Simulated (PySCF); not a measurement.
# C4H6O: excited states, first hyperpolarisability

What do calculations give for the excited states, first hyperpolarisability of C4H6O (`C=CCC=O`)?

Programs: PySCF 2.14.0, with routines of our own; each step states its level. All values are computed. Atoms count from 0.

### Step 1. The system as given

11 atoms, charge 0, multiplicity 1; geometry from: GFN2-xTB.

### Step 2. Relaxing the molecule at PBE0-D3(BJ)/def2-TZVP

The job: settings as JSON, then the geometry in Å.

```
{"job": {"xc": "PBE0", "basis": "def2-TZVP", "d3": "d3bj", "grid": 2, "kind": "geom"}, "charge": 0, "multiplicity": 1}
C     -1.703092     0.452676     0.242376
C     -0.628950    -0.252660     0.542569
C      0.455717    -0.597824    -0.434796
C      1.651917     0.284320    -0.184981
O      2.754870    -0.097654     0.079047
H     -1.886755     0.814733    -0.756204
H     -2.450510     0.689223     0.979994
H     -0.464946    -0.603676     1.552123
H      0.110358    -0.407189    -1.453587
H      0.751419    -1.643622    -0.335126
H      1.415397     1.364343    -0.257380
```

Command:

```
OMP_NUM_THREADS=1 python excited_run.py task.json out
```

The driver reads the jobs from task.json and runs them one after another.

Output:

```text
step   0  E = -231.04137696  max force = 0.005648
step   1  E = -231.04175656  max force = 0.001128
step   2  E = -231.04175741  max force = 0.000576
step   3  E = -231.04175946  max force = 0.000134
optimisation converged
```

Wall time 46 s (1 thread of Arm Neoverse V1, shared host); peak memory 0.78 GiB.

Step by step:

```csv
step,energy from step 0 (eV),largest force component (eV/Å)
0,0.0000,0.2904
1,-0.0103,0.0580
2,-0.0104,0.0296
3,-0.0104,0.0069
```

Close pairs (by a distance rule), those that changed most:

```
  bond  before (Å)  after (Å)  change (Å)
 C0–H5       1.078      1.086      +0.008
 C0–H6       1.076      1.083      +0.007
 C1–H7       1.081      1.087      +0.006
 C0–C1       1.320      1.325      +0.006
 C1–C2       1.500      1.496      -0.004
C3–H10       1.108      1.112      +0.004
 C2–H8       1.092      1.096      +0.003
 C2–C3       1.507      1.510      +0.003
```

The final coordinates are the input of the step that follows.

| at the end point | value |
| --- | --- |
| point group (found at 0.08 Å tolerance) | C1 |
| rotational constants (GHz, main isotopes) | 19.523, 2.502, 2.472 |
| dipole moment (D) | 2.66 |

### Step 3. Excited states: TDA CAM-B3LYP/def2-TZVPD

The job: settings as JSON, then the geometry in Å.

```
{"job": {"kind": "states", "xc": "CAM-B3LYP", "basis": "def2-TZVPD", "tda": true, "soc": true, "nstates": 6, "ntriplets": 5, "nquad": 4}, "charge": 0, "multiplicity": 1}
C     -1.755562     0.446234     0.244118
C     -0.658270    -0.235559     0.540330
C      0.439198    -0.546044    -0.428387
C      1.642920     0.319787    -0.142765
O      2.720120    -0.093075     0.181343
H     -1.949174     0.803756    -0.762423
H     -2.505689     0.662660     0.995411
H     -0.499699    -0.576538     1.560512
H      0.104714    -0.323172    -1.447769
H      0.748450    -1.591883    -0.372073
H      1.453680     1.411023    -0.240567
```

With the program's defaults for keys left out, this is: TDA CAM-B3LYP/def2-TZVPD excited states, vertical, gas phase, spin-orbit mean-field couplings.

Output:

```text
coarse grid: 9152 points
cycle   1  E = -231.0652233888  dE =  7.165e-01  |g| = 8.207e-01  |ddm| = 2.948e+00
cycle   2  E = -230.8210806450  dE =  2.441e-01  |g| = 1.453e+00  |ddm| = 1.505e+00
cycle   3  E = -231.1993129449  dE = -3.782e-01  |g| = 7.748e-02  |ddm| = 8.361e-01
cycle   4  E = -231.2005064905  dE = -1.194e-03  |g| = 4.296e-02  |ddm| = 1.243e-01
cycle   5  E = -231.2009496561  dE = -4.432e-04  |g| = 7.212e-03  |ddm| = 6.390e-02
cycle   6  E = -231.2009617704  dE = -1.211e-05  |g| = 3.494e-03  |ddm| = 1.279e-02
cycle   7  E = -231.2009647822  dE = -3.012e-06  |g| = 1.188e-03  |ddm| = 4.958e-03
final grid: 88272 points
cycle   8  E = -231.1973261262  dE = -3.055e-05  |g| = 3.996e-03  |ddm| = 1.206e-01
cycle   9  E = -231.1973254245  dE =  7.016e-07  |g| = 4.636e-03  |ddm| = 1.250e-02
cycle  10  E = -231.1973295430  dE = -4.118e-06  |g| = 9.995e-04  |ddm| = 3.626e-03
cycle  11  E = -231.1973297078  dE = -1.648e-07  |g| = 1.916e-04  |ddm| = 9.880e-04
cycle  12  E = -231.1973297148  dE = -7.050e-09  |g| = 7.571e-05  |ddm| = 5.611e-04
cycle  13  E = -231.1973297162  dE = -1.366e-09  |g| = 1.787e-05  |ddm| = 1.159e-04
cycle  14  E = -231.1973297163  dE = -9.493e-11  |g| = 5.547e-06  |ddm| = 4.902e-05
converged SCF energy = -231.1973297163

Singlet excitations
state   eV       nm        f     d(h-e)  d(exc)  Lambda  PR(NTO)  |dmu|/D   mu/D   main configurations
  1   4.2725   290.2   0.00331   0.459   2.114   0.598   1.004    1.137    1.669   H->L 0.70, H-1->L 0.13
  2   6.6710   185.9   0.12845   1.743   3.270   0.596   1.170    5.758    8.253   H-1->L 0.66, H->L 0.18
  3   6.9896   177.4   0.00443   0.680   3.588   0.404   1.248    2.741    4.131   H->L+1 0.45, H->L+2 0.30, H-1->L 0.09
  4   7.2345   171.4   0.12908   1.667   3.620   0.414   1.354    6.270    4.222   H->L+2 0.40, H->L+1 0.30, H-1->L+1 0.13
  5   7.4430   166.6   0.04255   0.904   3.606   0.398   1.531                     H->L+4 0.41, H->L+3 0.25, H-1->L+1 0.12
  6   7.5414   164.4   0.01846   0.613   3.738   0.325   1.334                     H->L+3 0.44, H->L+5 0.19, H-1->L+1 0.12

Triplet excitations (Tamm-Dancoff)
state   eV     d(h-e)  d(exc)  Lambda  PR(NTO)   main configurations
  1   3.6381   0.422   2.087   0.597   1.047   H->L 0.74, H-1->L 0.08
  2   4.3839   0.071   2.091   0.556   1.125   H-1->L 0.44, H->L+2 0.13, H-1->L+2 0.10
  3   6.0481   0.433   1.931   0.604   1.030   H-4->L 0.36, H-2->L 0.32
  4   6.7782   1.254   3.328   0.518   1.276   H-1->L 0.33, H->L+1 0.15, H-1->L+2 0.14
  5   6.8637   0.727   3.513   0.389   1.245   H->L+1 0.52, H->L+2 0.22
S1 - T1 = 0.6345 eV

Spin-orbit couplings |<S|Hso|T>| (cm-1)
             T1       T2       T3       T4       T5
S0       57.432   13.915    0.935   11.678    7.547
S1        0.231    2.347   42.478    6.730    6.355
S2        7.555    3.194   12.720    3.789    0.129
S3        4.961    3.600    2.456    3.265    0.369
S4        5.210    0.751    3.171    2.047    2.224
S5        4.816    2.137    0.961    2.997    1.694
S6        1.726    1.865    0.297    2.649    1.369
T1 sublevels (cm-1): 0.000 0.002 0.204   radiative rates (1/s): 2.4 4.51 161
```

It took 38 s on 1 thread of Arm Neoverse V1, shared host; peak memory 0.83 GiB.

Key values:

| quantity | value |
| --- | --- |
| S1 less T1 | 0.63 eV |

The fields below are evaluated on a grid from the run's orbitals.

Frontier orbitals at CAM-B3LYP/def2-TZVPD, with the share of their density that lies nearest to each atom:

```
orbital  energy (eV)                     lies on
   HOMO        -8.83  O4 44 %; C0 13 %; H10 11 %
   LUMO         0.03   C3 28 %; O4 21 %; H10 9 %
```

ELF in a plane through or near 4 of the atoms.

Ten even steps from ' ' (0.00) to '@' (1.00):
```
                                                        
                                                        
                                                        
                          ..--**==..                    
                          **@@@@@@##..                  
          ..::::..        %%@@@@@@%%..                  
        ::==**++==        **@@@@@@##..    ::..          
      ..++##%%%%**::      ==%%@@%%==..--**%%%%==        
      ::**%%%%####++====::==++::==**==%%@@@@@@%%..      
      ::**%%==--%%==++##====**++%%%%--@@@@@@@@@@::      
      ::**######%%++::**==--++##@@##::%%@@@@@@%%..      
      ..==++******::==**::  ..==****==******++--        
        ..::::--==##%%##..    ..==**##**==..            
              ..--##%%##::      --++####==              
                ..**##**..      ..--**++--              
                  ..--::            ....                
                                                        
                                                        
                                                        
                                                        
```
The map spans 10.6 Å across and 8.2 Å up, centred on the molecule. Atoms in the plane (x, y in Å): C3 (-1.6, -0.3), O4 (-2.7, 0.3), H6 (2.7, 0.2), H7 (0.6, 1.5).

log10 of the density (e/Å³) in the same plane.

Ten even steps from '0' (-4.0) to '9' (1.2):
```
0000000000000000000000000000
0000000000000000000000000000
0000000000001122211000000000
0000001110112333332110000000
0000122222223445543211000000
0002333433334567654332210000
0013445554444678765444321000
0123567766555678776555432100
0124678887666678777776543100
0234679988776677888887543100
0124678889876667778877543100
0123566778876556677776442100
0013445667775445666665431000
0002234456665434555554321000
0000122344544333444443210000
0000001233333222233332100000
0000000112222111122211000000
0000000001110000000000000000
0000000000000000000000000000
0000000000000000000000000000
```
The map spans 10.6 Å across and 8.2 Å up, centred on the molecule. Atoms in the plane (x, y in Å): C3 (-1.6, -0.3), O4 (-2.7, 0.3), H6 (2.7, 0.2), H7 (0.6, 1.5).

On the surface of density 0.002 e/bohr³ the electrostatic potential runs, from the 1st to the 99th percentile, from -1.57 V near O4 to 1.15 V near H8.

### Step 4. Excited states: TDDFT CAM-B3LYP/def2-TZVPD

The job, as its differences from that of step 3:

```diff
@@ -1,2 +1,2 @@
-{"job": {"kind": "states", "xc": "CAM-B3LYP", "basis": "def2-TZVPD", "tda": true, "soc": true, "nstates": 6, "ntriplets": 5, "nquad": 4}, "charge": 0, "multiplicity": 1}
+{"job": {"kind": "states", "xc": "CAM-B3LYP", "basis": "def2-TZVPD", "tpa": true, "nstates": 8, "nquad": 6, "ntriplets": 0}, "charge": 0, "multiplicity": 1}
 C     -1.755562     0.446234     0.244118
```

Method: TDDFT CAM-B3LYP/def2-TZVPD excited states, vertical, gas phase, two-photon moments by quadratic response.

Output:

```text
coarse grid: 9152 points
cycle   1  E = -231.0652233888  dE =  7.165e-01  |g| = 8.207e-01  |ddm| = 2.948e+00
cycle   2  E = -230.8210806450  dE =  2.441e-01  |g| = 1.453e+00  |ddm| = 1.505e+00
cycle   3  E = -231.1993129449  dE = -3.782e-01  |g| = 7.748e-02  |ddm| = 8.361e-01
cycle   4  E = -231.2005064905  dE = -1.194e-03  |g| = 4.296e-02  |ddm| = 1.243e-01
cycle   5  E = -231.2009496561  dE = -4.432e-04  |g| = 7.212e-03  |ddm| = 6.390e-02
cycle   6  E = -231.2009617704  dE = -1.211e-05  |g| = 3.494e-03  |ddm| = 1.279e-02
cycle   7  E = -231.2009647822  dE = -3.012e-06  |g| = 1.188e-03  |ddm| = 4.958e-03
final grid: 88272 points
cycle   8  E = -231.1973261262  dE = -3.055e-05  |g| = 3.996e-03  |ddm| = 1.206e-01
cycle   9  E = -231.1973254245  dE =  7.016e-07  |g| = 4.636e-03  |ddm| = 1.250e-02
cycle  10  E = -231.1973295430  dE = -4.118e-06  |g| = 9.995e-04  |ddm| = 3.626e-03
cycle  11  E = -231.1973297078  dE = -1.648e-07  |g| = 1.916e-04  |ddm| = 9.880e-04
cycle  12  E = -231.1973297148  dE = -7.050e-09  |g| = 7.571e-05  |ddm| = 5.611e-04
cycle  13  E = -231.1973297162  dE = -1.366e-09  |g| = 1.787e-05  |ddm| = 1.159e-04
cycle  14  E = -231.1973297163  dE = -9.493e-11  |g| = 5.547e-06  |ddm| = 4.902e-05
converged SCF energy = -231.1973297163

Singlet excitations
state   eV       nm        f     d(h-e)  d(exc)  Lambda  PR(NTO)  |dmu|/D   mu/D   delta(TPA)   sigma/GM   main configurations
  1   4.2394   292.5   0.00286   0.458   2.120   0.598   1.007    1.147    1.660        0.28      0.002   H->L 0.71, H-1->L 0.13
  2   6.5692   188.7   0.15155   1.606   3.190   0.603   1.198    5.137    7.635       68.24      1.079   H-1->L 0.69, H->L 0.21
  3   6.9812   177.6   0.00402   0.681   3.591   0.405   1.257    2.754    4.152      143.55      2.563   H->L+1 0.44, H->L+2 0.30, H-1->L 0.09
  4   7.1775   172.7   0.12012   1.605   3.601   0.412   1.262    5.922    3.878      181.81      3.431   H->L+2 0.39, H->L+1 0.32, H-1->L+1 0.11
  5   7.4340   166.8   0.03389   0.855   3.595   0.397   1.579    2.847    2.608      139.81      2.831   H->L+4 0.41, H->L+3 0.22, H-1->L+1 0.14
  6   7.5351   164.5   0.01709   0.581   3.738   0.322   1.332    1.793    1.088       44.94      0.935   H->L+3 0.47, H->L+5 0.16, H-1->L+1 0.13
  7   7.6988   161.0   0.06667   1.041   3.768   0.351   1.178                                            H->L+5 0.61, H->L+4 0.16, H->L+3 0.08
  8   7.9105   156.7   0.01229   0.343   2.732   0.557   1.209                                            H-2->L 0.70
```

Run time: 42 s. Hardware: 1 thread of Arm Neoverse V1, shared host; peak memory 0.83 GiB.

### Step 5. First hyperpolarisability: quadratic response CAM-B3LYP/def2-TZVPD

The job, as its differences from that of step 4:

```diff
@@ -1,2 +1,2 @@
-{"job": {"kind": "states", "xc": "CAM-B3LYP", "basis": "def2-TZVPD", "tpa": true, "nstates": 8, "nquad": 6, "ntriplets": 0}, "charge": 0, "multiplicity": 1}
+{"job": {"kind": "beta", "xc": "CAM-B3LYP", "basis": "def2-TZVPD"}, "charge": 0, "multiplicity": 1}
 C     -1.755562     0.446234     0.244118
```

Level: quadratic response CAM-B3LYP/def2-TZVPD first hyperpolarisability, Taylor convention, gas phase.

Output:

```text
coarse grid: 9152 points
cycle   1  E = -231.0652233888  dE =  7.165e-01  |g| = 8.207e-01  |ddm| = 2.948e+00
cycle   2  E = -230.8210806450  dE =  2.441e-01  |g| = 1.453e+00  |ddm| = 1.505e+00
cycle   3  E = -231.1993129449  dE = -3.782e-01  |g| = 7.748e-02  |ddm| = 8.361e-01
cycle   4  E = -231.2005064905  dE = -1.194e-03  |g| = 4.296e-02  |ddm| = 1.243e-01
cycle   5  E = -231.2009496561  dE = -4.432e-04  |g| = 7.212e-03  |ddm| = 6.390e-02
cycle   6  E = -231.2009617704  dE = -1.211e-05  |g| = 3.494e-03  |ddm| = 1.279e-02
cycle   7  E = -231.2009647822  dE = -3.012e-06  |g| = 1.188e-03  |ddm| = 4.958e-03
final grid: 88272 points
cycle   8  E = -231.1973261262  dE = -3.055e-05  |g| = 3.996e-03  |ddm| = 1.206e-01
cycle   9  E = -231.1973254245  dE =  7.016e-07  |g| = 4.636e-03  |ddm| = 1.250e-02
cycle  10  E = -231.1973295430  dE = -4.118e-06  |g| = 9.995e-04  |ddm| = 3.626e-03
cycle  11  E = -231.1973297078  dE = -1.648e-07  |g| = 1.916e-04  |ddm| = 9.880e-04
cycle  12  E = -231.1973297148  dE = -7.050e-09  |g| = 7.571e-05  |ddm| = 5.611e-04
cycle  13  E = -231.1973297162  dE = -1.366e-09  |g| = 1.787e-05  |ddm| = 1.159e-04
cycle  14  E = -231.1973297163  dE = -9.493e-11  |g| = 5.547e-06  |ddm| = 4.902e-05
converged SCF energy = -231.1973297163

Lowest singlets (eV, f): 4.2394 0.0029  6.5692 0.1515  6.9812 0.0040

First hyperpolarisability (au)
process     nm      |vector|   parallel      HRS      DR
static         -      116.00     -63.52      42.66     8.6
shg       1907.0      119.75      -65.4      44.04   8.586
eope      1907.0      117.23     -64.14          -       -
shg       1064.0      128.83     -69.88      47.39   8.549
eope      1064.0      120.02     -65.53          -       -
```

It took 41 s on 1 thread of Arm Neoverse V1, shared host; peak memory 0.83 GiB.

### Step 6. Excited states: TDA CAM-B3LYP/def2-TZVPD in cyclohexane

The job, as its differences from that of step 5:

```diff
@@ -1,2 +1,2 @@
-{"job": {"kind": "beta", "xc": "CAM-B3LYP", "basis": "def2-TZVPD"}, "charge": 0, "multiplicity": 1}
+{"job": {"kind": "states", "xc": "CAM-B3LYP", "basis": "def2-TZVPD", "tda": true, "soc": true, "nstates": 6, "ntriplets": 5, "nquad": 4, "solvent": "cyclohexane"}, "charge": 0, "multiplicity": 1}
 C     -1.755562     0.446234     0.244118
```

Level: TDA CAM-B3LYP/def2-TZVPD excited states, vertical, IEF-PCM cyclohexane (non-equilibrium response), spin-orbit mean-field couplings.

Output:

```text
coarse grid: 9152 points
cycle   1  E = -231.0749039089  dE =  7.070e-01  |g| = 8.078e-01  |ddm| = 2.951e+00
cycle   2  E = -230.8692283785  dE =  2.057e-01  |g| = 1.373e+00  |ddm| = 1.413e+00
cycle   3  E = -231.2030277621  dE = -3.338e-01  |g| = 7.186e-02  |ddm| = 7.478e-01
cycle   4  E = -231.2040677935  dE = -1.040e-03  |g| = 3.940e-02  |ddm| = 1.108e-01
cycle   5  E = -231.2044409393  dE = -3.731e-04  |g| = 6.541e-03  |ddm| = 6.180e-02
cycle   6  E = -231.2044511506  dE = -1.021e-05  |g| = 3.144e-03  |ddm| = 1.203e-02
cycle   7  E = -231.2044536206  dE = -2.470e-06  |g| = 1.048e-03  |ddm| = 4.398e-03
final grid: 88272 points
cycle   8  E = -231.2007979599  dE = -3.076e-05  |g| = 3.865e-03  |ddm| = 1.205e-01
cycle   9  E = -231.2007976711  dE =  2.888e-07  |g| = 4.280e-03  |ddm| = 1.242e-02
cycle  10  E = -231.2008011963  dE = -3.525e-06  |g| = 9.412e-04  |ddm| = 3.436e-03
cycle  11  E = -231.2008013400  dE = -1.437e-07  |g| = 1.876e-04  |ddm| = 9.282e-04
cycle  12  E = -231.2008013471  dE = -7.137e-09  |g| = 6.172e-05  |ddm| = 5.614e-04
cycle  13  E = -231.2008013480  dE = -9.007e-10  |g| = 1.685e-05  |ddm| = 1.036e-04
converged SCF energy = -231.2008013480

Singlet excitations
state   eV       nm        f     d(h-e)  d(exc)  Lambda  PR(NTO)  |dmu|/D   mu/D   main configurations
  1   4.3125   287.5   0.00456   0.428   2.118   0.605   1.005    1.173    1.940   H->L 0.68, H-1->L 0.18
  2   6.5428   189.5   0.17695   1.840   3.223   0.605   1.104    6.791    9.585   H-1->L 0.67, H->L 0.24
  3   7.0156   176.7   0.00458   0.552   3.571   0.392   1.186    3.111    5.407   H->L+1 0.60, H->L+2 0.21
  4   7.2427   171.2   0.17084   1.440   3.509   0.433   1.307    6.116    4.089   H->L+2 0.53, H->L+1 0.21, H-1->L+1 0.14
  5   7.4772   165.8   0.10449   0.796   3.572   0.433   1.521                     H->L+4 0.69, H-1->L+1 0.14
  6   7.5747   163.7   0.03187   0.430   3.743   0.287   1.211                     H->L+3 0.77

Triplet excitations (Tamm-Dancoff)
state   eV     d(h-e)  d(exc)  Lambda  PR(NTO)   main configurations
  1   3.6948   0.390   2.093   0.604   1.058   H->L 0.73, H-1->L 0.12
  2   4.3906   0.076   2.092   0.543   1.147   H-1->L 0.41, H->L+2 0.15, H-1->L+2 0.09
  3   6.1200   0.412   1.961   0.602   1.036   H-4->L 0.41, H-2->L 0.29
  4   6.7179   1.675   3.275   0.545   1.180   H-1->L 0.36, H->L+2 0.17, H-1->L+2 0.12
  5   6.9098   0.530   3.504   0.375   1.188   H->L+1 0.68, H->L+2 0.12
S1 - T1 = 0.6177 eV

Spin-orbit couplings |<S|Hso|T>| (cm-1)
             T1       T2       T3       T4       T5
S0       56.314   15.017    1.149   12.150    7.931
S1        0.177    2.288   41.739    7.241    5.790
S2        7.106    3.112   13.370    4.652    0.581
S3        5.139    3.181    1.737    3.044    0.646
S4        3.860    0.540    1.663    2.880    1.828
S5        3.082    2.600    0.600    2.563    2.531
S6        1.611    1.868    0.299    1.902    1.484
T1 sublevels (cm-1): 0.000 0.002 0.195   radiative rates (1/s): 3.03 5.81 162
```

It took 37 s on 1 thread of Arm Neoverse V1, shared host; peak memory 0.85 GiB.

From this job:

```csv
quantity,value
S1 less T1,0.62 eV
```

### Step 7. Outcome

| quantity | value |
| --- | --- |
| point group | C1 |
| rotational constants (main isotopes) | 19.52, 2.50, 2.47 GHz |
| S1 less T1 (step 3, TDA CAM-B3LYP/def2-TZVPD) | 0.63 eV |
| surface potential, 1st and 99th percentile | -1.57 V and 1.15 V |
| β vector (step 5, quadratic response CAM-B3LYP/def2-TZVPD) | static 116, SHG 1907.0 nm 120, SHG 1064.0 nm 129 au |
| S1 less T1 (step 6, TDA CAM-B3LYP/def2-TZVPD in cyclohexane) | 0.62 eV |

What this shows: The optimisation took 3 steps and gained 0.010 eV; among the close pairs (by a distance rule), C0–H5 changed most, from 1.078 to 1.086 Å. In step 3, the number of triplets below S1 is 1, and the largest singlet-triplet spin-orbit coupling is S0–T1, 57.43 cm⁻¹. β grows from 116 au (static) to 129 au for doubling at 1064.0 nm: normal dispersion, which grows as twice the photon energy moves toward the bright states. In step 6, the number of triplets below S1 is 1, and the largest singlet-triplet spin-orbit coupling is S0–T1, 56.31 cm⁻¹.
